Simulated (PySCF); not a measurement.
DMSO cation (C2H6OS), SMILES CS(C)=O (connectivity only; charge and spin as stated), charge +1, multiplicity 2.

Geometry optimised at B3LYP-D3(BJ)/def2-SVP. The spin state was assumed, not searched.

All values below come from TDA-B3LYP/def2-SVPD (PySCF).

Vertical excitations. Isolated molecule, no solvent.

```tsv
state	energy (eV)	λ (nm)	f	main pairs
root 1	1.76	705	0.002	β HOMO→LUMO 98 %
root 2	4.08	304	0.027	β HOMO−1→LUMO 86 %
root 3	4.98	249	0.000	β HOMO−2→LUMO 98 %
root 4	5.07	244	0.017	β HOMO−3→LUMO 83 %
root 5	5.68	218	0.007	β HOMO−4→LUMO 99 %
root 6	6.47	192	0.001	α HOMO→LUMO 6 %, β HOMO−6→LUMO 49 %, β HOMO−5→LUMO 36 %, β HOMO−3→LUMO 8 %
root 7	6.65	186	0.013	β HOMO−7→LUMO 94 %
root 8	6.69	185	0.004	α HOMO→LUMO 79 %, β HOMO−5→LUMO 17 %
root 9	6.85	181	0.018	α HOMO→LUMO 12 %, β HOMO−6→LUMO 43 %, β HOMO−5→LUMO 41 %
root 10	7.33	169	0.000	α HOMO−1→LUMO 36 %, β HOMO→LUMO+1 54 %
```
Unrestricted roots are not spin-pure.
